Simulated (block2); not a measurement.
**HNC (hydrogen isocyanide) at DMRG/STO-6G (start occupation bias 0.3)**

We compute the energy of HNC (hydrogen isocyanide). Input form: a Python script.

Program for the calculation: block2 0.5.4.

5 further runs of the same task are left out: 5 set aside as unsound or not needed.

## (1) Starting point

The species is HNC (3 atoms), meant as a singlet with charge 0. As SMILES, `[C-]#[NH+]`. Geometry: relaxed at PBE0-D4/def2-TZVP.

Bond lengths: C1–N2 1.163 Å, N2–H3 0.997 Å. Angles: C1–N2–H3 180.0°.

## (2) A single-point energy at DMRG/STO-6G (start occupation bias 0.3)

dmrg.py

```python
import numpy as np
from pyscf import gto, lo, mcscf, scf
from pyblock2._pyscf.ao2mo import integrals as itg
from pyblock2.driver.core import DMRGDriver, SymmetryTypes

mol = gto.M(atom="""
C     -0.623470     0.883520    -0.241540
N      0.031410    -0.044070     0.012200
H      0.592060    -0.839450     0.229340
""", basis="sto-6g", verbose=3, max_memory=2000)
print("nao                      = %d" % (mol.nao))
mf = scf.RHF(mol)
mf.conv_tol = 1e-10
mf.max_cycle = 200
mf.kernel()
if not mf.converged:
    mf = mf.newton().run(mf.mo_coeff, mf.mo_occ)
print(f"E(SCF)                   = {mf.e_tot:.10f}")
mo = mf.mo_coeff.copy()
for a, b in ((2, 7), (7, 11)):
    if b - a > 1:
        mo[:, a:b] = lo.PM(mol, mo[:, a:b]).kernel()
mf.mo_coeff = mo
ncas, n_elec, spin, ecore, h1e, g2e, orb_sym = itg.get_rhf_integrals(mf, ncore=2, ncas=9, pg_symm=False, g2e_symm=1)
driver = DMRGDriver(scratch="./tmp", symm_type=SymmetryTypes.SU2, stack_mem=1500 << 20, n_threads=1)
idx = driver.orbital_reordering(h1e, g2e, method="fiedler")
print("orbital order:", idx.tolist())
h1e = h1e[np.ix_(idx, idx)]
g2e = g2e[np.ix_(idx, idx, idx, idx)]
orb_sym = np.array(orb_sym)[idx]
driver.initialize_system(n_sites=ncas, n_elec=n_elec, spin=spin, orb_sym=orb_sym)
mpo = driver.get_qc_mpo(h1e=h1e, g2e=g2e, ecore=ecore, iprint=1)
occs = np.array([1.7] * 5 + [0.3] * 4)[idx]
ket = driver.get_random_mps(tag="GS", bond_dim=50, nroots=1, occs=occs)
bond_dims = [50] * 2 + [100] * 3
noises = [0.0001] * 2 + [1e-05] * 3 + [0]
thrds = [0.0001] * 5
e = driver.dmrg(mpo, ket, n_sweeps=11, tol=1e-07, bond_dims=bond_dims, noises=noises, thrds=thrds, iprint=2)
ms, dws, es = driver.get_dmrg_results()
print("discarded weight         = %.3e" % (dws[-1]))
print("E(final)                 = %.10f" % (e))
dm1 = driver.get_1pdm(ket)
print("natural occupations      =", np.round(np.linalg.eigvalsh(dm1)[::-1], 5).tolist())
c_act = mf.mo_coeff[:, 2:11][:, idx]
dm_ao = c_act @ dm1 @ c_act.T + 2 * mf.mo_coeff[:, :2] @ mf.mo_coeff[:, :2].T
print("dipole moment (debye)    =", np.round(scf.hf.dip_moment(mol, dm_ao, verbose=0), 4).tolist())
print("largest bipartite entropy = %.4f" % (max(driver.get_bipartite_entanglement(ket))))
ci = mcscf.CASCI(mf, 9, (5, 5))
ci.fix_spin_(ss=0)
ci.fcisolver.conv_tol = 1e-10
ci.fcisolver.max_cycle = 200
ci.kernel()
print(f"FCI energy               = {ci.e_tot:.10f}")
```

On the command line:

```bash
$ python dmrg.py
```

**Question.** What will come out? Wanted: total energy; dipole moment.

Computed results:

Level: DMRG/STO-6G (start occupation bias 0.3), 2 core orbitals frozen.

```
                                               quantity         value
                                           total energy  -92.68721 Eh
dipole moment (of the density that the program reports)        2.74 D
```
